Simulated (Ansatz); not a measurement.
**CNS (doublet): the correlation ladder at a displaced geometry (v1), cc-pVDZ**

One table from this session's results is given with a row withheld; the runs are named, their logs left out.

The runs use Ansatz 0.2.0, Gaussian basis; cc-pVDZ, core rule «outside noble gas», up to 7 orbitals frozen.

The runs, in order: UHF; CCSD(T) on ROHF; CCSD(T) on UHF; BCCD(T) on ROHF; CISD; CCSDT(Q) on ROHF; CCSDT(Q) on UHF.

15 further runs of the same task are left out: 3 that didn't finish, 12 set aside as unsound or not needed.

## What is computed

The geometry is a PBE0/def2-TZVP stationary point (not a proven minimum) with its atoms shifted at random (size 0.040 Å).

3 atoms, charge 0, spin multiplicity 2.

Atoms are counted from 1 here; the program's logs count them from 0.

Bond lengths: N1–C2 1.164 Å, C2–S3 1.578 Å. Angles: N1–C2–S3 176.6°.

As a file:

```xyz
3
CNS
N    -0.0154   -0.0090   -1.3011
C    -0.0163   -0.0252   -0.1376
S     0.0317    0.0342    1.4387
```

Set-up of the first run:

Input file in.yaml:

```yaml
crystal:
  periodic: [false, false, false]
  atoms:
    - {symbol: N, position_ang: [-0.015433, -0.009008, -1.301060]}
    - {symbol: C, position_ang: [-0.016266, -0.025151, -0.137613]}
    - {symbol: S, position_ang: [0.031698, 0.034159, 1.438673]}
basis:
  gaussian: {orbitals: cc-pVDZ}
magnetization: {spin_polarized: true, initial_magnetization: 1}
hamiltonian: {xc: hf}
output: {orbitals: {seedname: orbitals}}
```

On the command line:

```
$ ansatz run in.yaml --threads 1 --pin off --events-out ev --progress --plain --max-ram 2393MiB
```

Steps of the session up to this table: UHF; CCSD(T) on ROHF; CCSD(T) on UHF; BCCD(T) on ROHF; CISD; CCSDT(Q) on ROHF; CCSDT(Q) on UHF.

One table of the session follows, with a row left open; its other results are not shown here.

It belongs to the step «Misses and costs». 

| method | from UCCSDT(Q) (kcal/mol) |
| --- | --- |
| ROHF | +269.70 |
| UHF | +260.09 |
| RMP2 | +23.06 |
| UMP2 | +31.88 |
| CISD | +41.23 |
| RCCSD | ? |
| UCCSD | +12.17 |
| RCCSD(T) | +1.68 |
| UCCSD(T) | +1.84 |
| BCCD(T) | +1.63 |
| RCCSDT | +1.31 |
| UCCSDT | +1.18 |
| RCCSDT(Q) | +0.02 |
| UCCSDT(Q) | 0 |

Estimate the missing values for RCCSD.

The run gave: from UCCSDT(Q) (kcal/mol): +12.77. In the column «from UCCSDT(Q) (kcal/mol)» it lies between UCCSD (+12.17) and RMP2 (+23.06).

Limits of these values: Restricted and unrestricted rows rest on different reference determinants; where their highest levels disagree by more than a few hundredths of an eV, they describe different states and don't form one ladder.
